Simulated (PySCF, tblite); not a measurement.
Isomers of C3H4F2. Computed with GFN2-xTB (tblite): harmonic, unscaled wavenumbers at the GFN2-xTB geometry, gas phase. Errors from tens to a few hundred cm⁻¹ against measured bands are possible. One conformer each.

Electronic energies: PBE0-D3(BJ)/def2-SVP at its own geometries (PySCF, gas phase).

| SMILES | electronic energy, lowest = 0 (kcal/mol) |
| --- | --- |
| F/C=C/CF | 2.2 |
| F/C=C\CF | 2.3 |
| C=C(F)CF | 0.0 |

Task: How do GFN2-xTB zero-point energies change the relative energies?

Result: 
| SMILES | ZPE (kcal/mol) | of it from modes above 1550 cm⁻¹ | electronic (kcal/mol) | with ZPE, lowest = 0 (kcal/mol) | lowest mode (cm⁻¹) | rings |
| --- | --- | --- | --- | --- | --- | --- |
| C=C(F)CF | 39.3 | 19.9 | 0.0 | 0.0 | 72 | 0 |
| F/C=C/CF | 39.4 | 19.7 | 2.2 | 2.3 | 124 | 0 |
| F/C=C\CF | 39.4 | 19.7 | 2.3 | 2.5 | 43 | 0 |

The zero-point energies span 0.1 kcal/mol, from `C=C(F)CF` to `F/C=C\CF`. The order is unchanged.

Task: And how do the electronic energies of GFN2-xTB itself compare?

Result: `C=C(F)CF` 0.0; `F/C=C/CF` 0.0; `F/C=C\CF` 0.9 kcal/mol, lowest = 0. Against the energies above, taken from the same isomer `C=C(F)CF`, the largest difference is 2.2 kcal/mol. The two levels were optimised apart and needn't hold the same conformer.

Task: What do entropy and thermal enthalpy add at 298.15 K and 1 bar (rigid rotor, harmonic oscillator, one conformer each)?

Result: 
```csv
SMILES,point group,symmetry number,S (cal/(mol K)),H − H(0) (kcal/mol),ZPE + H − H(0) − TS (kcal/mol)
C=C(F)CF,Cs,1,74.1,3.95,21.1
F/C=C/CF,Cs,1,73.9,3.98,21.4
F/C=C\CF,C1,1,75.4,3.99,20.9
```
